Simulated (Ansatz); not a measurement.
in.yaml

```yaml
crystal:
  periodic: [false, false, false]
  atoms:
    - {symbol: Al, position_ang: [0.000000, 0.000000, 2.058500]}
    - {symbol: Ga, position_ang: [0.000000, 0.000000, -0.249900]}
    - {symbol: H, position_ang: [0.000000, 0.000000, -1.808600]}
basis:
  gaussian: {orbitals: "6-31G*"}
total_charge: 1
magnetization: {spin_polarized: false, initial_magnetization: 2}
correlation: {method: bccd_t, electrons: outside_noble_gas}
scf: {omitted_lower_state_checks: [cluster_reference]}
output: {forces: true}
```

```sh
$ ansatz run in.yaml --threads 1 --pin off --events-out ev --progress --plain --max-ram 2393MiB
```

Output:

```
these checks for a lower state are left out or cut short: cluster_reference
508 factors; integrals over basis functions are off by at most 6.9e-4 eV
mean field evaluation 1: about -58915.7057 eV, gradient 6.9e0 eV
mean field evaluation 2: about -58915.7302 eV, gradient 6.9e0 eV
mean field evaluation 4: about -58916.5154 eV, gradient 2.1e0 eV
mean field evaluation 8: about -58916.6560 eV, gradient 5.1e-1 eV
mean field evaluation 16: about -58916.6743 eV, gradient 7.5e-7 eV
mean field evaluation 32: about -58916.6720 eV, gradient 2.3e-1 eV
mean field -58916.67425026 eV, -2165.1478435408 hartree, gradient 7.5e-7 eV, S^2 2.000000; 2 other end points of the search recorded, 0 dependent functions left out
19 core orbitals not correlated: weight in the atoms' cores, before any rotation towards them, 0.998 or more for the frozen orbitals, at most 0.001 for the correlated occupied ones
reference -58916.67425026 eV, -2165.1478435408 hartree; 4, 2 occupied and 33, 35 virtual orbitals, 508 factors
second order -1.64182303 eV of doubles, -0.03023819 eV of singles
cycle   1  -2.07817657 eV  change   -4.1e-1 eV  update   6.7e-2
cycle   2  -2.27949229 eV  change   -2.0e-1 eV  update   3.5e-2
cycle   3  -2.30194345 eV  change   -2.2e-2 eV  update   1.8e-2
cycle   4  -2.30653766 eV  change   -4.6e-3 eV  update   9.0e-3
cycle   5  -2.30550508 eV  change    1.0e-3 eV  update   4.2e-3
cycle   6  -2.30380270 eV  change    1.7e-3 eV  update   1.2e-3
cycle   7  -2.30448662 eV  change   -6.8e-4 eV  update   4.6e-4
cycle   8  -2.30462798 eV  change   -1.4e-4 eV  update   2.2e-4
cycle   9  -2.30445294 eV  change    1.8e-4 eV  update   9.5e-5
cycle  10  -2.30453933 eV  change   -8.6e-5 eV  update   3.5e-5
cycle  11  -2.30453588 eV  change    3.5e-6 eV  update   1.3e-5
cycle  12  -2.30453582 eV  change    6.4e-8 eV  update   5.1e-6
cycle  13  -2.30453320 eV  change    2.6e-6 eV  update   2.2e-6
cycle  14  -2.30453262 eV  change    5.8e-7 eV  update   7.3e-7
perturbative correction -0.07502090 eV, -0.0027569671 hartree
the calculation of the forces begins
Total energy: -58919.05380377 eV, -2165.2352905197 hartree
Atom 0 at     0.000000     0.000000     2.058500 Å, force     0.000000     0.000000     1.996990 eV/Å
Atom 1 at     0.000000     0.000000    -0.249900 Å, force    -0.000000    -0.000000    -1.669256 eV/Å
Atom 2 at     0.000000     0.000000    -1.808600 Å, force     0.000000     0.000000    -0.327735 eV/Å
Dipole moment:     0.000000    -0.000000     0.552998 e Å
Checks for a lower state left out: cluster_reference
```

Forces (eV/Å):
```
Al   0.000  0.000  1.997
Ga   0.000  0.000 -1.669
H    0.000  0.000 -0.328
```

Ran on 1 thread of Arm Neoverse V1, shared host: 3.3 s wall, 0.33 GiB peak host memory.
